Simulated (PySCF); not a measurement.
**Cl2: one state, many levels of theory**

State: ¹Σg⁺ (singlet), closed shell. Set-up: Cl def2-TZVPPD; no relativity (PySCF 2.14). De refers to Cl + Cl in their high-spin ground configurations, without counterpoise correction.

```csv
Level,Re (Å),ωe (cm⁻¹),De (eV)
RHF,1.975,617,0.82
RHF-MP2,1.986,579,2.53
RHF-SCS-MP2,1.998,565,2.39
RHF-CCSD,1.999,565,2.16
RHF-CCSD(T),2.007,548,2.34
PBE,2.006,543,2.85
PW91,2.007,541,2.85
BLYP,2.041,506,2.53
BP86,2.014,534,2.78
r²SCAN,1.994,558,2.58
M06-L,1.974,582,2.69
PBE0,1.980,581,2.59
M06-2X,1.984,582,2.59
LC-ωPBE,1.962,617,2.38
```

Problem. Which functional lies closest to RHF-CCSD(T) in De, which farthest, and by how much do they differ from it?

Solution. Closest is LC-ωPBE (-4.5 pm in Re, +12.6 % in ωe, +0.04 eV in De against RHF-CCSD(T) in the same basis), farthest PBE (-0.1 pm in Re, -0.9 % in ωe, +0.51 eV in De). CCSD(T) converges more slowly with the basis than the functionals do and binds too weakly in this one, so the order can change at the basis-set limit.

Problem. What does a quarter of exact exchange do here, going from PBE to PBE0?

Solution. PBE0 less PBE: -2.6 pm in Re, +7.0 % in ωe, -0.26 eV in De. Exact exchange removes part of the self-interaction that spreads semilocal densities, and in most molecules shortens and stiffens the bond and lowers De; so it does here.

Problem. What does second-order correlation do here, going from RHF to RHF-MP2?

Solution. RHF-MP2 less RHF: +1.1 pm in Re, -6.2 % in ωe, +1.71 eV in De. Correlation nearly always deepens the well. The bond lengthens, as in strong covalent bonds, where excitations into antibonding orbitals dominate.

Measured (Huber and Herzberg, Constants of Diatomic Molecules (1979)): Re = 1.9879 Å, ωe = 559.72 cm⁻¹.

Correlated steps freeze 10 core orbitals. Where the molecule has an RHF reference, its open-shell atoms are computed with UHF.

The whole job (state search and all levels along the bond) took about 2.1 min on 2 threads of Intel Xeon 6975P-C (shared host), peak memory 2.8 GiB.
